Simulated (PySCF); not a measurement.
Core-level binding energies of `[pH]1[pH][pH][pH][pH]1`

Species: P₅H₅.
Z-matrix (Å and degrees, PBE0-D3(BJ)/def2-SVP geometry), rows numbered from 1:
```
P 
P   1  2.2096
P   2  2.2078  1  105.17
P   3  2.2076  2  107.37  1    26.19
P   1  2.2062  2  106.93  3   -28.40
H   1  1.4256  2   94.59  3    69.40
H   2  1.4264  1   95.33  3    97.36
H   3  1.4258  2   94.19  1   -71.12
H   4  1.4272  3   93.75  2    82.65
H   5  1.4273  1   93.24  2   -77.69
```

Theory: delta-SCF UKS SCAN, pcX-2 on the ionised atom, pcseg-1 elsewhere, spin-free X2C (PySCF 2.14.0). Binding energies are ΔSCF values: E(core-ionised, relaxed orbitals) − E(ground state) at a fixed geometry, referred to the vacuum level.

**Question.** List the computed XPS lines with their assignment.

**Answer.** 
| atom(s) | bonded to | level | binding energy (eV) | 2p1/2 (eV) | count |
| --- | --- | --- | --- | --- | --- |
| P1/P2/P3 | H and 2 P (aromatic in the SMILES) | P 2p3/2 | 136.50 | 137.39 | 3 |
| P1/P2/P3 | H and 2 P (aromatic in the SMILES) | P 1s | 2150.05 | – | 3 |

**Question.** Give the binding energy of P 2p3/2 of P1/P2/P3 in hartree and in kJ/mol.

**Answer.** 136.50 eV = 5.0163 Eh = 13170 kJ/mol.

**Question.** Which photon energy gives electrons from P 2p3/2 of P1/P2/P3 a kinetic energy of 100 eV, and what is their de Broglie wavelength?

**Answer.** hν = 136.50 + 100 = 236.50 eV, recoil neglected; λ = 12.264 Å/√(E/eV) = 1.23 Å.

One atom of each set of topologically equivalent atoms was ionised and stands for the set; in this conformer not all members are related by symmetry, and their own values weren't computed. The list is incomplete; no value stands for P 1s of P4, P5 or P 2p of P4, P5. The 2p values aren't plain energy differences: one relaxed spin-free 2p hole is combined with a matrix within the shell (ground-state 2p orbital-energy differences and spin–orbit coupling). 2p3/2, the mean of its two sublevels, lies a third of the splitting below the shell's mean and 2p1/2 two thirds above it; the statistical areas are 2:1. 2p1/2 minus 2p3/2 (ligand field included): P 0.89 eV. Isolated species at its PBE0-D3(BJ)/def2-SVP geometry, gas phase.
